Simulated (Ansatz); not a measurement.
# C5H7Cl, SMILES C=CCC(=C)Cl: a ranking of conformers

Run with Ansatz 0.2.0 through its Python package.

Script `c5h7cl_conformers.py`:
```python
"""Conformer energies of C5H7Cl."""

import logging
import sys

import ansatz as az
from rdkit import Chem
from rdkit.Chem import AllChem

logging.basicConfig(stream=sys.stdout, format="%(name)s: %(message)s")
log = logging.getLogger("ansatz_job")
log.setLevel(logging.INFO)


def main() -> None:
    rd = Chem.AddHs(Chem.MolFromSmiles("C=CCC(=C)Cl"))
    ids = list(AllChem.EmbedMultipleConfs(rd, numConfs=20, randomSeed=745, pruneRmsThresh=0.4))
    field = [energy for _, energy in AllChem.MMFFOptimizeMoleculeConfs(rd)]
    distinct = {round(e, 2): i for i, e in zip(ids, field)}
    chosen = sorted(distinct.items())[:5]
    found = []
    for force_field, index in chosen:
        molecule = az.Crystal.molecule()
        for atom, xyz in zip(rd.GetAtoms(), rd.GetConformer(index).GetPositions()):
            molecule = molecule.atom(atom.GetSymbol(), xyz.round(5).tolist())
        calculation = (
            molecule.calculation()
            .basis(gaussian="cc-pVDZ")
            .functional("b3lyp")
        )
        found.append(calculation.run(threads=1, backend="cpu").report["free_energy_ev"])
    log.info("conformer   MMFF (kcal/mol)   this level (kJ/mol)")
    for (force_field, index), e in zip(chosen, found):
        log.info(f"{index:9d} {force_field - chosen[0][0]:17.2f} {96.485332 * (e - min(found)):17.3f}")


if __name__ == "__main__":
    main()
```

```console
$ python c5h7cl_conformers.py
ansatz_job: conformer   MMFF (kcal/mol)   this level (kJ/mol)
ansatz_job:         2              0.00             3.286
ansatz_job:         6              0.12             2.407
ansatz_job:         5              0.47             0.000
ansatz_job:         3              0.90             5.377
```

The conformers keep their force-field geometries. b3lyp holds the VWN-RPA fit, as in Gaussian; the form of ORCA and Turbomole is b3lyp5. The whole script took 23 s on 1 thread of Arm Neoverse V1, on a shared host, peak memory 0.39 GiB.
